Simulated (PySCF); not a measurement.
# How methods differ on the ionisation energy of N

N [He] 2s2 2p3 (4S) → N⁺ [He] 2s2 2p2 (3P), as a difference of total energies. Computed with PySCF 2.14 in cc-pVTZ-DK (4s3p2d1f, 30 functions), with scalar relativity by spin-free X2C-1e. Correlated levels: valence: 1s2 frozen. The calculations carry no spin-orbit coupling.

Problem. Order these methods by the ionisation energy they give, lowest first.
A. SCS-MP2 (valence)
B. TPSS
C. CCSD(T) (valence)
D. UHF

Solution. D (13.884 eV), A (14.295 eV), C (14.427 eV), B (14.645 eV).

Errors of the correlated levels include the incompleteness of this basis and the frozen core.

For comparison: 14.545 eV (measured; NIST levels, between the centres of gravity of the two terms).
